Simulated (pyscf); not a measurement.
Optimised with ωB97X-D3(BJ)/def2-SVP in PySCF.

### Question
What is the homolytic dissociation enthalpy (298 K, ωB97M-D3(BJ)/def2-TZVP) of the Ge–S bond of HO–Ge(OH)(OH)–SH (SMILES [OH][Ge]([OH])([OH])[SH]), to HO–Ge•(OH)–OH + SH•?

### Answer
Ge–S to HO–Ge•(OH)–OH + SH•: 80.1 kcal/mol. The 7 functionals that were run give +75.8 (B3LYP-D3(BJ)) to +85.5 kcal/mol (ωB97X-D3(BJ)/def2-TZVP). Other isomers of HO–Ge•(OH)–OH were not searched in full and may lie lower. Left out: the spin-orbit lowering of SH. Elements up to Kr have no core potential and no relativistic terms here.
